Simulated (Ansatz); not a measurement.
Relaxation of CH8MgSi (11 atoms, charge 0, multiplicity 1), to a largest force component of 0.03 eV/Å in at most 50 steps.

Theory: Ansatz, RKS r2SCAN/6-31G*.

```xyz
11
Properties=species:S:1:pos:R:3
Mg -0.004 -0.444 -0.514
Si 1.751 -0.282 1.303
C -1.506 -0.488 -1.964
H -0.339 1.466 1.374
H -0.924 1.823 1.259
H 1.153 -0.437 2.672
H 2.380 1.081 1.344
H 2.909 -1.235 1.283
H -2.504 -0.617 -1.522
H -1.542 0.441 -2.551
H -1.374 -1.308 -2.684
```

Problem. Where does it end, and by what steps?

Solution. It converged. The force dipped under the threshold on the way, but the program's further checks kept it going. After 14 steps the energy has fallen by 0.119 eV; H5 moved furthest, 0.84 Å.

```
step  energy less start (eV)  largest force component (eV/Å)  accepted
   0                  0.0000                           1.881       yes
   1                 -0.0915                           0.192       yes
   2                 -0.1025                           0.102       yes
   3                 -0.1074                           0.250       yes
   4                 -0.1102                           0.107       yes
   5                 -0.1125                           0.028       yes
   6                 -0.1138                           0.037       yes
   7                 -0.1136                           0.197        no
   8                 -0.1145                           0.045       yes
   9                 -0.1150                           0.148       yes
  10                 -0.1156                           0.086       yes
  11                 -0.1173                           0.029       yes
  12                 -0.1178                           0.074       yes
  13                 -0.1186                           0.081       yes
  14                 -0.1189                           0.005       yes
```

```xyz
11
Properties=species:S:1:pos:R:3
Mg 0.067 -0.403 -0.400
Si 1.987 -0.441 1.339
C -1.464 -0.400 -1.819
H -1.032 1.902 1.228
H -1.547 1.854 0.693
H 1.518 -0.679 2.745
H 2.754 0.847 1.413
H 3.030 -1.491 1.103
H -2.453 -0.536 -1.359
H -1.507 0.546 -2.378
H -1.353 -1.199 -2.566
```

Whether the end is a true minimum wasn't checked by a vibrational analysis.

Run time: 50 s on 2 threads of Intel(R) Xeon(R) Processor @ 2.70GHz, with other jobs on the host, peak memory 0.18 GiB.
